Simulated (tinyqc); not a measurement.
Worked calculation: MP2 on RHF in the sto-3g basis, frozen core, for OH-, spin multiplicity 1. The basis has no diffuse functions, so it cannot describe the extra electron: this is an exercise in the method, not the real anion. One step of it, computed by the program tinyqc.

Problem. Second-order Moller-Plesset energy. E2 = sum_ijab (ia|jb) [2 (ia|jb) - (ib|ja)] / (e_i + e_j - e_a - e_b) over occupied i, j and virtual a, b; the opposite-spin part is (ia|jb)^2 / denominator, the rest is same-spin, and SCS-MP2 scales them by 6/5 and 1/3.

orbital energies (hartree): MO1 -19.484210, MO2 -0.581627, MO3 0.081500, MO4 0.195987, MO5 0.195987, MO6 1.002158

Two-electron integrals over orbitals (pq|rs), unique and non-zero (hartree); the lowest 1 orbital is frozen and left out:
```
(22|22) 0.740977    (32|22) -0.065855   (32|32) 0.119322    (33|22) 0.564325
(33|32) 0.022598    (33|33) 0.616036    (42|42) 0.159395    (43|42) -0.040878
(43|43) 0.028857    (44|22) 0.771707    (44|32) -0.096973   (44|33) 0.544497
(44|44) 0.880159    (52|52) 0.159395    (53|52) -0.040878   (53|53) 0.028857
(54|54) 0.047444    (55|22) 0.771707    (55|32) -0.096973   (55|33) 0.544497
(55|44) 0.785270    (55|55) 0.880159    (62|22) 0.077976    (62|32) 0.052723
(62|33) 0.000994    (62|44) 0.081909    (62|55) 0.081909    (62|62) 0.111414
(63|22) 0.156746    (63|32) -0.108118   (63|33) -0.011820   (63|44) 0.179851
(63|55) 0.179851    (63|62) 0.019874    (63|63) 0.184251    (64|42) 0.030317
(64|43) 0.014557    (64|64) 0.037972    (65|52) 0.030317    (65|53) 0.014557
(65|65) 0.037972    (66|22) 0.675064    (66|32) 0.002881    (66|33) 0.610564
(66|44) 0.669608    (66|55) 0.669608    (66|62) 0.077597    (66|63) 0.076733
(66|66) 0.707364
```

Hartree-Fock energy = -74.05181385 hartree

Give: Terms; Pair energies; MP2 correlation energy; SCS-MP2 correlation energy; MP2 total energy.

Solution.

Terms:
```
i  j  a  b  (ia|jb)  (ib|ja)  denominator       term
3  3  6  6    0.184    0.184       -1.841     -0.018
2  2  6  6    0.111    0.111       -3.168  -3.92e-03
4  4  6  6    0.038    0.038       -1.612  -8.94e-04
5  5  6  6    0.038    0.038       -1.612  -8.94e-04
3  2  6  6    0.020    0.020       -2.504  -1.58e-04
2  3  6  6    0.020    0.020       -2.504  -1.58e-04
```

Pair energies (hartree; pair i-j sums ij and ji):
```
pair  opposite spin  same spin
2-2       -3.92e-03      0.000
3-2       -3.15e-04      0.000
3-3          -0.018      0.000
4-4       -8.94e-04      0.000
5-5       -8.94e-04      0.000
```

MP2 correlation energy = -0.02446 hartree

SCS-MP2 correlation energy = -0.02935 hartree

MP2 total energy = -74.07627 hartree
